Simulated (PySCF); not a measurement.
Badger's rule along the third period: bonds to H

PBE0 in PySCF with x2c-TZVPPall on every atom, spin-free X2C, for the lowest determinant that a PBE0 search found; no spin–orbit coupling. Badger's rule says that Re = d + c·k^(−1/3) for bonds between atoms of fixed rows.

```tsv
molecule	state (unpaired electrons)	Re (Å)	k (mdyn/Å)
HCl	singlet (closed shell)	1.278	5.18
SH	doublet (π ↑)	1.345	?
PH	triplet (π ↑↑)	1.428	?
MgH	doublet (σ ↑)	1.743	?
NaH	singlet (closed shell)	1.886	0.787
```

Fix c and d from HCl and NaH.

c = (1.886 − 1.278)/(0.787^(−1/3) − 5.18^(−1/3)) = 1.204, d = 1.278 − c·5.18^(−1/3) = 0.582 Å.

Predict k of the others and set the computed values beside them.



```csv
molecule,k by the rule,k computed,difference (%)
SH,3.93,4.20,-6
PH,2.88,3.22,-11
MgH,1.12,1.22,-9
```

The rule misses by 9 % on average, well for two fitted constants.

States were picked by a PBE0 search and need not be the measured ground states.
